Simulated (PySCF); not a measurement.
Species: acetamide, C₂H₅NO, net charge 0, singlet state. 
Structure (B3LYP-D3(BJ)/def2-TZVP (Ansatz) minimum search):
SMILES: CC(N)=O
```xyz
9

O      0.4073     1.2798     0.2946
C      0.0816     0.1387     0.0326
N      0.9986    -0.8468    -0.1812
C     -1.3711    -0.2792    -0.0780
H      0.7349    -1.7900    -0.3981
H     -1.8457     0.3222    -0.8532
H     -1.5079    -1.3352    -0.3102
H     -1.8688    -0.0520     0.8647
H      1.9753    -0.6128    -0.1189
```
Charge 0, spin multiplicity 1.

Dispersion corrections to the total energy (kcal/mol) from the dftd3 and dftd4 libraries through PySCF: D3(BJ) without and D4 with the three-body term, each with the damping fitted for the functional named.

```
functional  D3(BJ)     D4
----------  ------  -----
BP86           [?]  -3.70
B2PLYP       -2.38  -2.03
TPSSh        -3.58  -3.59
BHLYP        -4.05  -3.09
BLYP         -6.70  -6.72
PW6B95         [?]  -2.55
B3LYP        -5.42    [?]
```

**Question.** What belongs in the gaps?

**Answer.** 
- BP86, D3(BJ): -4.69
- PW6B95, D3(BJ): -1.38
- B3LYP, D4: -4.67
